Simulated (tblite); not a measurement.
Species: P4.
SMILES: `p12p3p1p23`

Method: GFN2-xTB as coded in tblite; computed harmonic values from a numerical Hessian at the method's own geometry, unscaled. Against measured fundamentals such values can be off by several per cent, at times by over 20.

Harmonic wavenumbers (cm⁻¹): 353.7, 353.9, 464.1, 464.2, 464.6, 683.4.

A = 3420, B = 3419, C = 3418 MHz; mass 123.895 u (most abundant isotopes); point group Td, symmetry number 12.

Task: What is the zero-point energy?

Result: ½Σν̃ = 1392 cm⁻¹ = 3.98 kcal/mol.

Task: What is S at 273.15 K and 1 bar for an ideal gas of classical rigid rotors and harmonic oscillators?

Result: Translation 39.95, rotation 21.29, vibration 4.21: S = 65.4 cal/(mol K).

Task: And Cp and H(273.15 K) − H(0)?

Result: Cp = 15.40 cal/(mol K), of which vibrations give 7.45 (their classical limit is 6 R = 11.9); H(273.15 K) − H(0) = 2.98 kcal/mol without the zero-point energy, 0.80 from vibrations.

Task: Which modes carry the vibrational entropy at 273.15 K?

Result: 353.7 cm⁻¹: 1.02; 353.9 cm⁻¹: 1.01; 464.1 cm⁻¹: 0.64; 464.2 cm⁻¹: 0.64; 464.6 cm⁻¹: 0.64; 683.4 cm⁻¹: 0.26 cal/(mol K).

Task: How do the functions run with temperature in this model?

Result: 
| T (K) | S (cal/(mol K)) | Cp (cal/(mol K)) | H − H(0) (kcal/mol) | G − H(0) (kcal/mol) | ln q(vib) |
| --- | --- | --- | --- | --- | --- |
| 100 | 53.5 | 8.9 | 0.81 | -4.53 | 0.02 |
| 200 | 61.0 | 13.2 | 1.92 | -10.27 | 0.28 |
| 300 | 66.9 | 16.0 | 3.40 | -16.68 | 0.79 |
| 500 | 75.7 | 18.2 | 6.86 | -31.00 | 1.96 |
| 800 | 84.5 | 19.2 | 12.49 | -55.12 | 3.56 |
| 1000 | 88.8 | 19.4 | 16.36 | -72.47 | 4.46 |

q(vib) and H(0) count from the zero-point level.

Task: What must be added to the electronic energy to get the Gibbs energy at 273.15 K and 1 bar?

Result: ZPE + [H(273.15 K) − H(0)] − T·S = 3.98 + 2.98 − 17.88 = -10.92 kcal/mol.

Run on one thread, Arm Neoverse V1, no GPU, on a shared host. The figure is for the frequency step alone.
